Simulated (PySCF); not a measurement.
Ligands exchanged one at a time, B H-F. Isolated molecules, 0 K electronic values unless said otherwise. Strings in code marks are SMILES.

The S1–T1 gap (TDA) from two functionals at the same geometries (B3LYP-D3(BJ)/def2-TZVP), both in PySCF: PBE-D3(BJ)/def2-TZVP and ωB97X-D3(BJ)/def2-TZVP. Excitations are Tamm–Dancoff values on a coarser integration grid. The basis has no diffuse functions, so Rydberg states are missing or too high.

| species | PBE-D3(BJ)/def2-TZVP (eV) |
|---|---|
| 1 of 3 H replaced by F (`BF`) | 0.65 |
| 2 of 3 H replaced by F | 0.95 |
| 3 of 3 H replaced by F (`FB(F)F`) | 0.26 |

Task: What does ωB97X-D3(BJ)/def2-TZVP give for each?

Result: 
- 1 of 3 H replaced by F (`BF`): 0.56
- 2 of 3 H replaced by F: 0.90
- 3 of 3 H replaced by F (`FB(F)F`): 0.23
Over these rows, drawn at random from the members with no instability flagged (it was tested for open shells, ions and some series alone), PBE minus ωB97X-D3(BJ): mean +0.06 eV, from +0.03 eV to +0.09 eV.
